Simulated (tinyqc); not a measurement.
Worked calculation: ROHF in the sto-6g basis, for OH+, spin multiplicity 3. This run ends on a higher stationary point, not on the lowest solution. One step of it, computed by the program tinyqc.

Task: Iteration 1: Roothaan effective Fock matrix. With projectors Pc = D(beta) S, Po = (D(alpha) - D(beta)) S, Pv = 1 - D(alpha) S, the block xy is Px^T F Py; with Fc = (F(alpha) + F(beta))/2, the blocks are Fc for cc, oo, vv and cv, F(beta) for co and F(alpha) for ov.

F(alpha) (hartree):
```
             1O 1s      1O 2s     1O 2px     1O 2py     1O 2pz      2H 1s
1O 1s   -23.066756  -5.153125  -0.270784   0.142699  -0.089780  -0.589770
1O 2s    -5.153125  -3.251307  -0.083981   0.091605   0.051873  -0.735604
1O 2px   -0.270784  -0.083981  -1.360678  -0.101317   0.053202  -0.081376
1O 2py    0.142699   0.091605  -0.101317  -1.501919  -0.042497   0.053803
1O 2pz   -0.089780   0.051873   0.053202  -0.042497  -1.543656  -0.498108
2H 1s    -0.589770  -0.735604  -0.081376   0.053803  -0.498108  -0.737339
```

F(beta) (hartree):
```
             1O 1s      1O 2s     1O 2px     1O 2py     1O 2pz      2H 1s
1O 1s   -22.087066  -5.089472  -0.117585   0.484609  -0.037796  -0.636346
1O 2s    -5.089472  -2.843202  -0.093297  -0.014852  -0.245398  -0.727029
1O 2px   -0.117585  -0.093297  -1.166342   0.085522   0.059370  -0.136746
1O 2py    0.484609  -0.014852   0.085522  -0.964010   0.054920  -0.040718
1O 2pz   -0.037796  -0.245398   0.059370   0.054920  -1.124176  -0.350749
2H 1s    -0.636346  -0.727029  -0.136746  -0.040718  -0.350749  -0.336719
```

D(alpha) at the start:
```
            1O 1s      1O 2s     1O 2px     1O 2py     1O 2pz      2H 1s
1O 1s    0.810607  -0.390186   0.237490  -0.130203   0.126943  -0.185057
1O 2s   -0.390186   1.131017   0.120850  -0.066256   0.195881  -0.539022
1O 2px   0.237490   0.120850   0.773101   0.124397  -0.137716   0.232489
1O 2py  -0.130203  -0.066256   0.124397   0.931800   0.075502  -0.127461
1O 2pz   0.126943   0.195881  -0.137716   0.075502   1.024473  -0.225050
2H 1s   -0.185057  -0.539022   0.232489  -0.127461  -0.225050   1.002505
```

D(beta) at the start:
```
            1O 1s      1O 2s     1O 2px     1O 2py     1O 2pz      2H 1s
1O 1s    0.570587  -0.223190   0.095043  -0.474556  -0.030062  -0.087873
1O 2s   -0.223190   0.607706   0.133171   0.080092   0.553410  -0.139528
1O 2px   0.095043   0.133171   0.670061  -0.099846  -0.177966   0.389741
1O 2py  -0.474556   0.080092  -0.099846   0.416405  -0.092887   0.118946
1O 2pz  -0.030062   0.553410  -0.177966  -0.092887   0.770346  -0.446355
2H 1s   -0.087873  -0.139528   0.389741   0.118946  -0.446355   0.427219
```

overlap S:
```
           1O 1s     1O 2s    1O 2px    1O 2py    1O 2pz     2H 1s
1O 1s   1.000000  0.231145  0.000000  0.000000  0.000000  0.030375
1O 2s   0.231145  1.000000  0.000000  0.000000  0.000000  0.323781
1O 2px  0.000000  0.000000  1.000000  0.000000  0.000000  0.000000
1O 2py  0.000000  0.000000  0.000000  1.000000  0.000000  0.000000
1O 2pz  0.000000  0.000000  0.000000  0.000000  1.000000  0.295117
2H 1s   0.030375  0.323781  0.000000  0.000000  0.295117  1.000000
```

Give: effective F.

Result:

effective F (hartree):
```
          1O 1s   1O 2s  1O 2px  1O 2py  1O 2pz   2H 1s
1O 1s   -22.550  -5.166  -0.151   0.290  -0.040  -0.642
1O 2s    -5.166  -3.017  -0.114   0.016  -0.109  -0.692
1O 2px   -0.151  -0.114  -1.211   0.013   0.053  -0.172
1O 2py    0.290   0.016   0.013  -1.398  -0.005  -0.013
1O 2pz   -0.040  -0.109   0.053  -0.005  -1.333  -0.444
2H 1s    -0.642  -0.692  -0.172  -0.013  -0.444  -0.498
```
